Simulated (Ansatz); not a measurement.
## CHGeO, doublet: reading a ladder of total energies

Geometry: displaced at random from a stationary point.

```yaml
atoms:
  - { symbol: C, position_ang: [-0.0330, -0.0405, 2.9537] }
  - { symbol: O, position_ang: [-0.0338, -0.0095, 1.8175] }
  - { symbol: Ge, position_ang: [0.0141, -0.0121, -0.8803] }
  - { symbol: H, position_ang: [-0.0886, 1.5066, -0.6074] }
```

Basis cc-pVDZ; Ansatz 0.2.0. Only valence electrons are correlated (noble-gas cores and the filled d shells of p-block atoms frozen), which leaves 15 electrons in 44 orbitals. R marks a restricted (for open shells ROHF) determinant, U an unrestricted one. No spin–orbit coupling is included, and no scalar relativity.

Full CI isn't at hand for all of this; UCCSDT(Q) serves as the reference, and is uncertain by about the last step of the cluster series.

Runs differ by some tens of microhartree through their thresholds and, for an open shell, their frozen cores, so steps under 0.03 kcal/mol mean nothing.

```
    level  total energy (hartree)
      UHF            -2188.612468
     UMP2            -2188.963128
    UCCSD            -2188.991323
 UCCSD(T)            -2189.003996
   UCCSDT            -2189.004844
UCCSDT(Q)            -2189.006022
```

Problem. What is the correlation energy at UCCSDT(Q), and what share of it do UMP2 and UCCSD(T) recover?

Solution. E(corr) = -2189.006022 − (-2188.612468) = -0.393554 hartree = -10.709 eV. UMP2: -0.350660 / -0.393554 = 89.10 %. UCCSD(T): -0.391528 / -0.393554 = 99.49 %.

Problem. By how many kcal/mol does UCCSD(T) miss UCCSDT(Q) (1 hartree = 627.509 kcal/mol), and which steps make up the rest?

Solution. -2189.003996 − (-2189.006022) = 0.002026 hartree = 1.27 kcal/mol. Steps: UCCSDT − UCCSD(T) = -0.53, UCCSDT(Q) − UCCSDT = -0.74 kcal/mol. Differences between like states or geometries often cancel part of this.
